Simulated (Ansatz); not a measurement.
An input meant for the cluster Li2H (charge 0, doublet; atoms displaced at random, 0.08 Å in each coordinate).

```yaml
crystal:
  periodic: [false, false, false]
  atoms:
    - {symbol: Li, position_ang: [-0.445424, -1.785596, -1.934779]}
    - {symbol: Li, position_ang: [-0.842625, 1.011694, 2.054016]}
    - {symbol: H, position_ang: [1.345310, 0.777945, -0.323224]}
basis:
  gaussian: {orbitals: def2-SVP, fitting: {mean_field: def2-universal-jkfit}, final_grid: {core_spheres: 5, valence_spheres: 4, degree: 11}}
magnetization: {spin_polarized: true, initial_magnetization: 1}
hamiltonian: {xc: {name: HSE06}, dispersion: d3bjatm}
scf: {omitted_lower_state_checks: [starts]}
output: {forces: true}
```

```sh
$ ansatz run in.yaml --threads 4 --pin off --events-out ev --progress --plain --max-ram 3916MiB
```

Output, abridged:

```
Functional definition: HSE06
120 factors; integrals over basis functions are off by at most 6.2e-1 eV
120 factors; integrals over basis functions are off by at most 2.3e-7 eV
mean field evaluation 1: about -418.2429 eV, gradient 9.5e0 eV
mean field evaluation 2: about -409.8374 eV, gradient 9.9e0 eV
mean field evaluation 4: about -418.7600 eV, gradient 5.3e0 eV
mean field evaluation 8: about -419.9482 eV, gradient 1.7e0 eV
mean field evaluation 16: about -420.0935 eV, gradient 1.1e-1 eV
mean field -420.09439897 eV, -15.4381844120 hartree, gradient 3.4e-7 eV, S^2 0.916669; 0 other end points of the search recorded, 0 dependent functions left out
reference -420.09446041 eV, -15.4381866700 hartree; 4, 3 occupied and 19, 20 virtual orbitals, 120 factors
Total energy: -420.20428581 eV, -15.4422226788 hartree
Atom 0 at    -0.445424    -1.785596    -1.934779 Å, force     0.095266     0.342602     0.352020 eV/Å
Atom 1 at    -0.842625     1.011694     2.054016 Å, force     0.473445    -0.219365    -0.732353 eV/Å
Atom 2 at     1.345310     0.777945    -0.323224 Å, force    -0.568711    -0.123236     0.380333 eV/Å
Dipole moment:    -0.580861     0.090514     0.667864 e Å
Checks for a lower state left out: starts
```

In this input the coordinates are in bohr but typed as ångström. Self-consistency was reached. The result belongs to that input, not to the species as meant.

HSE06 is defined as in plane-wave codes, on full-range PBE exchange. The charge 0 doublet is spin-contaminated (final ⟨S²⟩ up to 0.92, 0.75 for a pure state).
